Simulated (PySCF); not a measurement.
A PySCF script (with the pyscf-properties extension) for the NMR shieldings of `F[PH+](F)F`, [F$_{3}$HP]+, on a GFN2-xTB geometry:

```python
import basis_set_exchange as bse
import numpy as np
from pyscf import gto, dft
from pyscf.prop import nmr

atoms = """
F    -0.387994    1.293087   -0.615168
P    -0.013940    0.002370    0.103998
F    -0.796500   -1.067340   -0.648236
F     1.429599   -0.243829   -0.318898
H    -0.222542    0.018564    1.461118
"""
names = dict.fromkeys(["F", "P", "H"], "pcSseg-1")
basis = {el: gto.basis.parse(bse.get_basis(n, elements=[el], fmt="nwchem")) for el, n in names.items()}
mol = gto.M(atom=atoms, basis=basis, charge=1, verbose=0)
mf = dft.RKS(mol, xc="PBE0")
mf.grids.level = 2
mf.grids.alignment = dft.numint.BLKSIZE   # the property module wants whole blocks of grid points
mf.conv_tol = 1e-9
mf.kernel()

calc = nmr.RKS(mf)   # GIAO
C = mf.mo_coeff
Co = C[:, mf.mo_occ > 0]
resp = mf.gen_response(singlet=True, hermi=2)
def vind(x):   # induced exchange potential for any number of trial vectors
    d = np.einsum("pi,xij,qj->xpq", C, 2 * x.reshape(-1, C.shape[1], Co.shape[1]), Co, optimize=True)
    return np.einsum("xpq,pi,qj->xij", resp(d - d.transpose(0, 2, 1)), C, Co, optimize=True).ravel()
mo1, _ = nmr.rhf.solve_mo1(calc, with_cphf=vind)
sigma = calc.kernel(mo1)
for i, s in enumerate(sigma):   # ppm
    print("%2d %-2s %9.2f" % (i, mol.atom_pure_symbol(i), np.trace(s) / 3))
```

Q: Give the expected output.

A: 
```
 0 F     229.75
 1 P     272.92
 2 F     229.85
 3 F     229.73
 4 H      23.12
```

These numbers come from an equivalent density-fitted implementation of the same equations, which agrees with the script to about 0.01 ppm for H and up to a few tenths of a ppm for heavy atoms, so last digits may differ.

Q: Turn these shieldings into chemical shifts. Chemical shifts δ = σref − σ; CFCl3 for ¹⁹F (σ = 170.95 ppm); ³¹P (σ = 318.38 ppm) against H3PO4; ¹H (σ = 31.72 ppm) against TMS, all at this level.

A: Averaging equivalent atoms: F 0/2/3: -58.8; P 1: 45.5; H 4: 8.60 ppm. Unscaled 19F shifts against computed CFCl3 carry errors that often reach 10 to 50 ppm. Experimental scales use liquid or dissolved standards, which lie at an offset from isolated H3PO4.

Size and cost of the density-fitted run: 80 basis functions, roughly 10 core-seconds.
